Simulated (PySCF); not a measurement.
[C4H4PS]-: core ionisation energies

C4H4PS (charge -1).
Numbering: `[PH-:1][c:2]1[cH:3][cH:4][cH:5][s:6]1`

The calculation used delta-SCF UKS SCAN, pcX-2 on the ionised atom, pcseg-1 elsewhere, spin-free X2C in PySCF 2.14.0. Binding energies are ΔSCF values: E(core-ionised, relaxed orbitals) − E(ground state) at a fixed geometry, referred to the vacuum level.

Q: What binding energy does each computed site have?

A: 
| atom(s) | bonded to | level | binding energy (eV) | 2p1/2 (eV) | above the level's lowest (eV) | count |
| --- | --- | --- | --- | --- | --- | --- |
| P1 | C and H | P 2p3/2 | 129.31 | 130.21 | 0.00 | 1 |
| C3 | 2 C (aromatic in the SMILES) and H | C 1s | 284.64 | – | 0.00 | 1 |
| C5 | S (aromatic in the SMILES), C (aromatic in the SMILES) and H | C 1s | 285.13 | – | +0.49 | 1 |
| C4 | 2 C (aromatic in the SMILES) and H | C 1s | 285.60 | – | +0.96 | 1 |
| P1 | C and H | P 1s | 2142.75 | – | 0.00 | 1 |
| S6 | 2 C (aromatic in the SMILES) | S 1s | 2472.56 | – | 0.00 | 1 |

The listed C 1s values span 0.96 eV, from C3 (bonded to 2 C (aromatic in the SMILES) and H) to C4 (bonded to 2 C (aromatic in the SMILES) and H). Summing the Pauling electronegativity differences to the bonded atoms, each weighted by its formal bond order, gives -0.35 for the lowest site and -0.35 for the highest; the largest sum, -0.30, belongs to C5, 0.47 eV below the top.

Q: What is the longest wavelength that can ionise P 2p3/2 of P1 vertically?

A: λ = hc/E = 12398.42 eV Å / 129.31 eV = 95.881 Å.

Q: Which photon energy gives electrons from P 2p3/2 of P1 a kinetic energy of 150 eV, and what is their de Broglie wavelength?

A: hν = 129.31 + 150 = 279.31 eV, recoil neglected; λ = 12.264 Å/√(E/eV) = 1.00 Å.

The list is incomplete; no value stands for C 1s of C2 (hole states with ⟨S²⟩ of 1 or more are left out). The unrestricted hole states depart most from a pure doublet (⟨S²⟩ = 0.75; over 0.85 named) for C 1s of C4 (0.86), which makes this value less certain. Spin–orbit coupling isn't in the SCF: each 2p doublet comes from a relaxed spin-free hole plus a matrix of the shell (mean-field spin–orbit coupling and the ground-state 2p splitting), with 2p3/2 averaged over its two sublevels. 2p1/2 minus 2p3/2 (ligand field included): P 0.89 eV. The species carries charge -1, so core ionisation leaves a neutral species. The basis sets have no added diffuse functions. The structure is a single GFN2-xTB conformer in the gas phase; no vibrational or solvent corrections.

Hardware: Arm Neoverse V1, one thread, shared host. Cost: 95 s, 0.48 GiB resident at most.

Conformer computed: `[PH-:1][c:2]1[cH:3][cH:4][cH:5][s:6]1`: H–P1–C2–C3 180°.
